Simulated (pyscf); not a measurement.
`[InH3]` + `[OH][SiH3]` → `[SiH3][O][InH2]` + `[H][H]`, a four-centre exchange (singlet surface; H–In, H–O broken, In–O, H–H formed). PySCF, gas phase, ωB97X-D3(BJ)/def2-SVP geometries. Energies in kcal/mol from the separated reactants.

Small-basis levels: PySCF, no dispersion term, spherical d functions. AM1 to PM7: differences of heats of formation from MOPAC, which are fitted to 298 K values and so differ in kind from electronic energies by zero-point and thermal terms. GFN2-xTB: tblite. Cost: rough CPU time at the saddle relative to B3LYP/6-31G*+LANL2DZ, from one job on a shared machine.

```csv
level,barrier,reaction energy,cost
HF/6-31G*+LANL2DZ,19.5,-14.0,0.2
MP2/6-31G*+LANL2DZ,4.1,-26.2,0.2
BP86/6-31G*+LANL2DZ,0.8,-19.3,2
PBE/def2-SVP,2.6,-8.7,3
GFN2-xTB,6.0,-2.5,under 0.02
AM1,27.8,+13.1,under 0.02
PM7,-10.4,-56.1,under 0.02
ωB97M-D3(BJ)/def2-TZVP,10.2,-8.9,–
```

Against the last row the barrier runs from -20.6 (PM7) to +17.6 kcal/mol (AM1). At PM7 this geometry lies under one side, so the entry may be no barrier of that level: it is a single point on another level's saddle. ωB97M-D3(BJ)/def2-TZVP has limits of its own. On the reactant side the descent ends in an adduct with a In–O contact, 13.9 kcal/mol under the separated species and 21.1 kcal/mol under the saddle at ωB97X-D3(BJ)/def2-TZVP. What is counted as formed (In–O) is already present as a longer contact in the reactant adduct; forming that adduct is a step of its own. At the saddle there is also a short H–In contact that neither side keeps. At ωB97X-D3(BJ)/def2-TZVP the barrier from the zero used here is 7.2 kcal/mol. One saddle was located; it need not be the lowest between these sides. In the def2 sets elements past Kr carry core potentials, without spin-orbit coupling.
